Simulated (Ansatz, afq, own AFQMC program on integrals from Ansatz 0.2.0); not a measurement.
Two steps: Ansatz 0.2.0 writes the Fock matrix and Cholesky factors of the valence space, and afq projects on them the lowest state that overlaps trial and start.

```yaml
crystal:
  periodic: [false, false, false]
  atoms:
    - {symbol: In, position_ang: [0.000000, 0.000000, 0.000000]}
    - {symbol: H, position_ang: [0.000000, 0.000000, -1.665400]}
    - {symbol: H, position_ang: [0.000000, 0.000000, 1.665400]}
basis:
  gaussian: {orbitals: def2-TZVP}
total_charge: 1
magnetization: {spin_polarized: false}
correlation: {method: ccsd_t, electrons: outside_noble_gas, hamiltonian_folder: ham}
```

```sh
$ ansatz run in.yaml --threads 1 --pin off --events-out ev --progress --plain --max-ram 15360MiB --backend cuda --devices 0, --max-vram 18GiB
```

Options of the walk:

```
--method free --trial cisd --walkers 4000 --time-step 0.03 --max-blocks 4000 --target-error 0.00024 --factor-cut 1e-05 --seed 645 --times 0,0.3,0.6,1.2,1.8,2.4,3.6,4.8,6 --taylor-order 8
```

Times are imaginary, in 1/Eh. The walk had a cap of 63 s. Filled inner d shells are frozen with the cores. Core potentials past Kr, no spin–orbit coupling.

```
orbitals 53  electrons 2 2  factors 447 of 591
reference energy -190.09793413 Eh
CCSD correlation -0.06684568 Eh in 9 cycles, weight of the determinant in the CISD state 0.9514
repeat  energy at the last time / Eh  error
    10  -190.165740  0.000018
    20  -190.165750  0.000014
    30  -190.165745  0.000010
time / (1/Eh)  energy / Eh  error  mean overlap
  0.00  -190.164785  0.000004  1.0512
  0.30  -190.165207  0.000004  1.0511
  0.60  -190.165421  0.000005  1.0501
  1.20  -190.165607  0.000005  1.0490
  1.80  -190.165675  0.000006  1.0493
  2.40  -190.165703  0.000006  1.0497
  3.60  -190.165728  0.000006  1.0498
  4.80  -190.165732  0.000008  1.0543
  6.00  -190.165745  0.000009  1.0529
energy -190.165745 +/- 0.000009 Eh
```

Task: Estimate how long the walk took on 1 × NVIDIA H100 80GB HBM3 with 2 threads of AMD EPYC 7R13 Processor (Zen 3), with other jobs on the host (the card was shared).

Result: 50 s of wall time.

The run passed its tests (error under three times the target), which doesn't prove that it has relaxed.

Against this walk (error 0.3 meV) on the same determinant: CCSD(T) 6.9 meV higher, CCSDT(Q) 0.1 meV higher (within the noise), full CI 0.1 meV lower (within the noise). The error is statistical, and a free projection of finite length keeps a remainder of its start.

Cautions: remainder of the start not in the error; no spin-orbit coupling; inner d shell frozen.

CCSDT and higher add their correlation energy to the determinant of the CCSD(T) run, since their own runs factorise the integrals more tightly (a shift of under 2 meV). A walk keeps the symmetry of its determinant, which the program's search chose and which needn't be the lowest solution, so a lower state of the same spin and another symmetry isn't excluded.
